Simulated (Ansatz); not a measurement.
Rock-salt BaTe, treated with rVV10 (Ansatz, a program for electronic structure, PAW).

The input as run:

Ansatz 0.2 input:
```yaml
crystal:
  lattice:
    - [0.0, 3.478218052, 3.478218052]
    - [3.478218052, 0.0, 3.478218052]
    - [3.478218052, 3.478218052, 0.0]
  atoms:
    - { symbol: Ba, position: [0.0, 0.0, 0.0] }
    - { symbol: Te, position: [0.5, 0.5, 0.5] }
basis:
  ecutwfc: 520
  ecutrho_ratio: 4
  xc_grid: 2
kpoints:
  mp_grid: { grid: [8, 8, 8] }
hamiltonian:
  xc: { exchange: rpw86, correlation: pbe }
  dispersion: rvv10
  pseudopotentials: { kind: paw }
scf:
  occupations: { method: fermi_dirac, width: 0.01 }
  convergence: { dr2_threshold: 0.0000000002 }
output:
  forces: true
  stress: true
  eigenvalues: true
```

**Question.** How many irreducible k-points, plane waves at Γ does the program set up, and what pressure does the run end with?

**Answer.** 29 irreducible k-points, 2229 plane waves at Γ; P = 1.40 GPa, so the cell is compressed on average and its volume would grow at this level.

Output (set-up and result lines):

```
Crystal: 2 atoms, lattice volume = 84.159 Å³
Basis set: ecut = 520 eV, 2229 PW (Γ), exchange–correlation on 80×80×80 points (8 copies of the dense FFT grid, shifted against one another)
Bands: 17, of which v1, the nominal top of the filled ones, is band 13 counted from 1 (12 counted from 0)
Symmetry: 48 space group operations
Space group: Fm-3m (ITA 225), of the structure as read, at distance tolerance 4.4e-5 Å
k-points: 29 of 512
Functional: x = rpw86, c = pbe(β = 0.06672455060314922) + rvv10(b = 6.3, C = 0.0093)
SCF iter   1: F=—  HF=-13030.110860 eV  |F-HF|=—  |Δ(HF+E_count)|=         —  Δρ=2.98e-3  dr2=1.27e-2
SCF iter   2: F=—  HF=-13030.105702 eV  |F-HF|=—  |Δ(HF+E_count)|=   5.16e-3  Δρ=1.04e-3  dr2=7.70e-4
  ...
SCF iter   6: F=—  HF=-13030.105745 eV  |F-HF|=—  |Δ(HF+E_count)|=   7.58e-7  Δρ=1.58e-6  dr2=1.09e-9
SCF iter   7: F=-13030.105745 eV  HF=-13030.105745 eV  |F-HF|=9.09e-12  |Δ(HF+E_count)|=   1.42e-9  Δρ=1.83e-7  dr2=3.11e-11
SCF 1 converged in 7 iterations: F = -13030.105745 eV  dr2 = 3.11e-11
SCF converged after 7 iterations
Free energy (F): -13030.105745 eV
Internal energy: -13030.105745 eV  (E = F + TS)
E sigma→0 (E₀):  -13030.105745 eV
Fermi energy:    7.357194 eV
--- Stress (GPa, compression-positive) ---
        1.398843      -0.000000       0.000000
        0.000000       1.398843      -0.000000
        0.000000      -0.000000       1.398843
  P = ⅓ Tr σ = 1.3988 GPa (13.988 kbar)
```

The cell is one volume of an energy–volume scan, off the minimum.

The PAW data were made under PBE.

Computing time: about 9 core-seconds (a rough figure).
